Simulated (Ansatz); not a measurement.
# B₂H (quartet): wave-function methods side by side, def2-QZVPP

One table from this session's results is given with a row withheld; the runs are named, their logs left out.

Computed with Ansatz 0.2.0, Gaussian basis. Level: def2-QZVPP, core rule «outside noble gas», up to 2 orbitals frozen.

The runs, in order: UHF; ROHF; CCSD(T) on UHF.

2 further runs of the same task are left out: 2 set aside as unsound or not needed. Runs told in other sessions of the task aren't counted.

### What is computed

The geometry is a PBE0/def2-TZVP stationary point (not a proven minimum) of the parent state, kept for this charge and spin.

3 atoms, charge 0, spin multiplicity 4.

Atoms are counted from 1 here; the program's logs count them from 0.

Bond lengths: B1–B2 1.523 Å, B1–H3 1.177 Å. Angles: B2–B1–H3 180.0°.

Geometry (Å):

```xyz
3
charge 0, multiplicity 4
B     0.0000    0.0000    0.1151
B     0.0000    0.0000   -1.4076
H     0.0000    0.0000    1.2925
```

The first run:

File in.yaml:

```yaml
crystal:
  periodic: [false, false, false]
  atoms:
    - {symbol: B, position_ang: [0.000000, 0.000000, 0.115089]}
    - {symbol: B, position_ang: [0.000000, 0.000000, -1.407623]}
    - {symbol: H, position_ang: [0.000000, 0.000000, 1.292533]}
basis:
  gaussian: {orbitals: "def2-QZVPP.json"}
magnetization: {spin_polarized: true, initial_magnetization: 3}
hamiltonian: {xc: hf}
output: {orbitals: {seedname: orbitals}}
```

On the command line:

```bash
$ ansatz run in.yaml --threads 1 --pin off --events-out ev --progress --plain --max-ram 2393MiB
```

Steps of the session up to this table: UHF; ROHF; CCSD(T) on UHF.

One of the session's tables, all rows but one given; the rest of the session is left out.

```
  method  from UCCSD(T) (meV)
    ROHF              +4448.9
     UHF                    ?
    UMP2               +775.2
   UCCSD               +182.2
UCCSD(T)                    0
```

Q: Estimate the row for UHF from the others.

The run gave: from UCCSD(T) (meV): +4405.8. In the column «from UCCSD(T) (meV)» it lies between UMP2 (+775.2) and ROHF (+4448.9).
